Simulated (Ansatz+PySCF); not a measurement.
A calculation with PySCF 2.14.0.

```python
from pyscf import gto, scf, mp

# the (T+d) and (D+d) sets load through basis_set_exchange
mol = gto.M(atom="""
S 0.000000 0.201540 -1.466930
S 0.000000 -0.640610 0.322720
H 0.000000 0.439070 1.144210
""", basis={'H': 'cc-pvtz', 'S': 'cc-pv(t+d)z'}, charge=0, spin=1)
mf = scf.UHF(mol)
mf.kernel()
pt = mp.MP2(mf, frozen=10).run()
print(mf.e_tot, pt.e_corr, pt.e_tot)
```

The script is written out from the run's settings.

Output:

```json
{
  "Converged": "yes",
  "Reference energy": "-795.67318 hartree",
  "Correlation energy": "-0.32696 hartree",
  "Total energy": "-796.00014 hartree",
  "Spin squared of the determinant": "0.771"
}
```
